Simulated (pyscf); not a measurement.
H₂N–GeH₃ (SMILES [NH2][GeH3]) + H₂B–OH (SMILES BO) → H₂B–NH–GeH₃ (SMILES B[NH][GeH3]) + H₂O (SMILES O), a four-centre exchange (singlet surface; H–N, B–O broken, B–N, H–O formed). Optimised with ωB97X-D3(BJ)/def2-SVP in PySCF. Energies in kJ/mol from the separated reactants.

AM1 to PM7: differences of heats of formation from MOPAC, which are fitted to 298 K values and so differ in kind from electronic energies by zero-point and thermal terms. 

### Question
Quick AM1 single points give ΔE‡ = 87.4 kJ/mol and ΔE = -26.7 kJ/mol. What does ωB97M-D3(BJ)/def2-TZVP give, and how far is the quick result from it?

### Answer
ωB97M-D3(BJ)/def2-TZVP gives ΔE‡ = 45.6 kJ/mol and ΔE = -0.6 kJ/mol. AM1 lies 41.8 kJ/mol over it in the barrier and 26.1 kJ/mol under it in the reaction energy, so on this step it does not hold to within 12.6 kJ/mol. ωB97M-D3(BJ)/def2-TZVP has limits of its own. On the reactant side the descent ends in an adduct with a B–N contact, 59.1 kJ/mol under the separated species and 102.1 kJ/mol under the saddle at ωB97X-D3(BJ)/def2-TZVP. What is counted as formed (B–N) is already present as a longer contact in the reactant adduct; forming that adduct is a step of its own. The products may also form a dative adduct at H₂B–NH–GeH₃; it and routes through it were not searched. One saddle was located; it need not be the lowest between these sides. In the def2 sets elements up to Kr have no core potential.
